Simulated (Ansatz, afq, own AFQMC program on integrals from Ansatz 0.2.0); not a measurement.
# BSiH3, triplet: AFQMC among the cluster methods

```yaml
atoms:
  - { symbol: Si, position_ang: [0.0000, -0.0859, 0.5958] }
  - { symbol: B, position_ang: [0.0000, 0.0900, -1.3330] }
  - { symbol: H, position_ang: [0.0000, 1.0950, 1.5177] }
  - { symbol: H, position_ang: [0.0000, 1.2016, -1.7784] }
  - { symbol: H, position_ang: [0.0000, -0.8671, -2.0435] }
```

Connectivity, by distances: SiH–BH2.

Basis cc-pVDZ. Noble-gas cores (and the filled d shells of Ga–Kr and In–Xe) are frozen. Ansatz 0.2.0 and our own AFQMC program on the same integrals; the CISD trial comes from CCSD amplitudes, and released means the phaseless constraint is let go. Free projection: walkers drawn from exp(T), propagated without any constraint. Its projection time is finite, and what remains of the start isn't in its error. Error bars are statistical, one sigma.

Determinant: ROHF, the one that the program's search chose, which needn't be the lowest solution. The geometry is a point of a scan.

No full CI on the walks' own integrals is used here; CCSDT(Q) serves as the reference and is uncertain by about the last step of the cluster series.

Cautions: lower spins were not checked.

* T1 diagnostic: 0.0267
* weight of the determinant in the CISD state: 0.882
* size of the correlated space: 10 electrons in 41 orbitals

| level | correlation energy (eV) |
| --- | --- |
| MP2 | -4.1781 |
| CCSD | -5.1836 |
| CCSD(T) | -5.3281 |

Task: Estimate where phaseless AFQMC with the Hartree–Fock trial lies against CCSD(T) on the same integrals.

Result: 7.2 ± 5.0 kJ/mol below CCSD(T). The gap is under twice the noise, so this walk alone can't tell the two apart.

Reference: CCSDT(Q), correlation energy -5.369 eV. The released energy is read at 2.40 1/Eh (meV from the phaseless value at times in 1/Eh: -1 ± 8 at 0.24, -1 ± 9 at 0.51, 7 ± 8 at 0.99, -1 ± 10 at 1.62, -25 ± 14 at 2.40).

```
         level  E − E(reference) (kJ/mol)  share of correlation (%)
       CCSD(T)                        4.0                     99.23
         CCSDT                        0.6                     99.88
   ph-AFQMC/HF                 -3.2 ± 5.0                    100.62
 ph-AFQMC/CISD                  1.5 ± 0.9                     99.71
released AFQMC                 -0.9 ± 1.4                    100.17
    free AFQMC                  1.1 ± 1.0                     99.79
```

Free projections are given only where their last times agree within the noise and don't stop above the reference; a slow remainder of the start can still hide under it. A walk keeps the symmetry of its determinant, which the program's search chose and which needn't be the lowest solution, so a lower state of the same spin and another symmetry isn't excluded. Released energies are given only where the last usable release times agree within the noise; a slower fall can still hide under it.
